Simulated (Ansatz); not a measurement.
Basis sets compared for AlH2(OH) (AlOH₃). Charge 0, multiplicity 1. Geometry r2SCAN-D4/def2-TZVP. Ansatz on 4 threads of Arm Neoverse V2 on a shared host; times are rough, and most runs start from earlier orbitals.

```xyz
5

Al    0.465   -0.126    0.174
H     0.158   -1.342    1.139
H     1.904    0.457   -0.096
O    -0.806    0.639   -0.651
H    -1.722    0.372   -0.566
```

Binding counts from free atoms (Al doublet, H doublet, O triplet) in the same basis, without a counterpoise term.

```json
{"level": "PBE-D4/def2-SVP", "functions": "47", "energy (Eh)": "-319.1240", "HOMO (eV)": "-6.88", "LUMO (eV)": "-1.56", "binding per atom (eV)": "3.11", "wall time": "0.25 s"}
{"level": "PBE-D4/def2-TZVP (with forces)", "functions": "86", "energy (Eh)": "-319.3104", "HOMO (eV)": "-7.03", "LUMO (eV)": "-1.72", "binding per atom (eV)": "3.13", "wall time": "0.45 s"}
{"level": "r2SCAN-D4/def2-TZVP", "functions": "86", "energy (Eh)": "-319.4678", "HOMO (eV)": "-7.36", "LUMO (eV)": "-1.33", "binding per atom (eV)": "3.15", "wall time": "0.8 s"}
{"level": "PBE0-D4/def2-SVP", "functions": "47", "energy (Eh)": "-319.1512", "HOMO (eV)": "-8.27", "LUMO (eV)": "-0.80", "binding per atom (eV)": "3.05", "wall time": "0.25 s"}
{"level": "PBE0-D4/def2-TZVP", "functions": "86", "energy (Eh)": "-319.3351", "HOMO (eV)": "-8.38", "LUMO (eV)": "-0.96", "binding per atom (eV)": "3.07", "wall time": "0.4 s"}
```

(1) Estimate the rows for PBE-D4/def2-TZVPD, r2SCAN-D4/def2-TZVPD, PBE0-D4/def2-TZVPD.

Answers

(1) 
```json
{"level": "PBE-D4/def2-TZVPD", "functions": "110", "energy (Eh)": "-319.3123", "HOMO (eV)": "-7.08", "LUMO (eV)": "-1.78", "binding per atom (eV)": "3.13", "wall time": "0.55 s"}
{"level": "r2SCAN-D4/def2-TZVPD", "functions": "110", "energy (Eh)": "-319.4693", "HOMO (eV)": "-7.39", "LUMO (eV)": "-1.36", "binding per atom (eV)": "3.15", "wall time": "1.1 s"}
{"level": "PBE0-D4/def2-TZVPD", "functions": "110", "energy (Eh)": "-319.3367", "HOMO (eV)": "-8.41", "LUMO (eV)": "-1.02", "binding per atom (eV)": "3.08", "wall time": "0.55 s"}
```
